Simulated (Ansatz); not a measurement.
Two isomers of C3H6O2S: A = `OC1COCS1`, B = `O[C@H](S)[C@@H]1CO1`.

Program: Ansatz. Geometries: PBE0-D4/def2-TZVP. ΔE: electronic, gas phase. CCSD(T)/CBS is the MP2 limit (def2-TZVPP, def2-QZVPP) plus CCSD(T) − MP2 in def2-TZVPP, frozen cores. Functionals use def2-TZVPP. B3LYP here is the variant with VWN-RPA as its local correlation; programs differ in this. One conformer a species, not always the lowest.

(1) Which isomer does CCSD(T)/CBS put lower? Give the gap. (An estimate is asked.)

(2) Give E(B) − E(A) in kJ/mol with r2SCAN-D4, CCSD/def2-TZVPP, B3LYP-D4, ωB97M-V, PBE-D4, B3LYP, MP2/def2-TZVPP. (Best estimate.)

Largest T1 diagnostic: 0.012.

## Answers

(1) Ansatz gave: A, by 78.7 kJ/mol.

(2) Ansatz gave: r2SCAN-D4 75.6, CCSD/def2-TZVPP 74.6, B3LYP-D4 78.6, ωB97M-V 76.6, PBE-D4 75.4, B3LYP 75.5, MP2/def2-TZVPP 75.0. None reverses the order clearly.

From PBE to PBE0 (25 % exact exchange), in def2-TZVPP and without D4, E(B) − E(A) moves by +4.7 kJ/mol. The D4 term adds +3.0 kJ/mol with B3LYP and +1.3 kJ/mol with PBE0; it sums over pairs of atoms, weighted by their polarisabilities, and B3LYP, whose exchange is more repulsive, gets the larger term.
